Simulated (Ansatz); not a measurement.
The input, for Ansatz 0.2.0:

```yaml
crystal:
  periodic: [false, false, false]
  atoms:
    - {symbol: C, position_ang: [0.000000, 0.000000, 0.000000]}
    - {symbol: H, position_ang: [0.000000, 0.000000, 2.460000]}
basis:
  gaussian: {orbitals: cc-pVQZ}
total_charge: 1
correlation: {method: fci, electrons: outside_noble_gas}
```

```sh
$ ansatz run in.yaml --threads 1 --pin off --events-out ev --progress --plain --max-ram 2393MiB
```

Output:

```
934 factors; integrals over basis functions are off by at most 2.1e-7 eV
mean field evaluation 1: about -1026.3411 eV, gradient 5.9e0 eV
mean field evaluation 2: about -1026.3409 eV, gradient 5.9e0 eV
mean field evaluation 4: about -1026.4581 eV, gradient 7.2e-1 eV
mean field evaluation 8: about -1026.4604 eV, gradient 2.1e-4 eV
mean field -1026.46039674 eV, -37.7217238202 hartree, gradient 7.5e-7 eV, S^2 0.000000; 0 other end points of the search recorded, 0 dependent functions left out; unrestricted orbitals would lower it
mean field evaluation 16: about -1026.7330 eV, gradient 4.7e0 eV
unrestricted determinant -1028.73154624 eV, -37.8051870249 hartree, S^2 1.0237
1 core orbitals not correlated: weight in the atoms' cores, before any rotation towards them, 1.000 or more for the frozen orbitals, at most 0.000 for the correlated occupied ones
reference -1026.46039674 eV, -37.7217238202 hartree; 2, 2 occupied and 82, 82 virtual orbitals, 934 factors
state -1031.25066810 eV, -37.8977630457 hartree
Total energy: -1031.25066810 eV, -37.8977630457 hartree
```

Natural occupations: 1.8970 1.5804 0.4006 0.0480 0.0480 0.0065 0.0050 0.0050 0.0036 0.0023 0.0005 0.0005 0.0005 0.0002 0.0002 0.0002 0.0001 0.0001 0.0001 0.0001 0.0001 0.0001 0.0001 0.0001.

Ran on 1 thread of AMD EPYC 9R45, shared host: 13 s wall, 0.55 GiB peak host memory.
